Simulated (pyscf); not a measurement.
One 1,1-elimination on the singlet surface with elements of a group swapped. CCSD(T)/def2-TZVPP + ΔMP2(QZVPP), kJ/mol, from the reactant's lowest minimum found. PySCF, gas phase, ωB97X-D3(BJ)/def2-SVP geometries. MP2 and CC: frozen core, UHF for open shells. ΔMP2 is the change of the MP2 total energy from the triple- to the quadruple-zeta basis.

| step | barrier | reaction energy | imaginary mode (i cm⁻¹) |
|---|---|---|---|
| `[OH][SnH]([Cl])[Cl]` -> `[Cl][Sn][Cl]` [singlet] + `[OH2]` | ___ | ___ | 1396 |
| `[OH][GeH]([F])[F]` -> `[F][Ge][F]` [singlet] + `[OH2]` | 255.4 | +84.6 | 1501 |

Problem. Fill in the missing entries.

Solution. 
- `[OH][SnH]([Cl])[Cl]` -> `[Cl][Sn][Cl]` [singlet] + `[OH2]`, barrier: 191.9
- `[OH][SnH]([Cl])[Cl]` -> `[Cl][Sn][Cl]` [singlet] + `[OH2]`, reaction energy: -14.2

Row 1: On the product side the descent ends in an adduct with a O–Sn contact (not fully relaxed), 65.3 kJ/mol under the separated species and 272.9 kJ/mol under the saddle at ωB97X-D3(BJ)/def2-TZVP. Row 2: On the product side the descent ends in an adduct with a Ge–O contact (not fully relaxed), 66.8 kJ/mol under the separated species and 233.2 kJ/mol under the saddle at ωB97X-D3(BJ)/def2-TZVP. Each row is the saddle that its search found. The CCSD(T) − MP2 part came from Ansatz, without density fitting, on the same reference. The frozen core leaves the outer d or s,p core shells of the metals and heavy elements correlated in the MP2 and CC values, and def2-TZVPP describes them poorly, which can shift differences by a few kcal/mol. Elements up to Kr have no core potential and no relativistic terms here. Elements past Kr carry the def2 core potentials, without spin-orbit coupling.
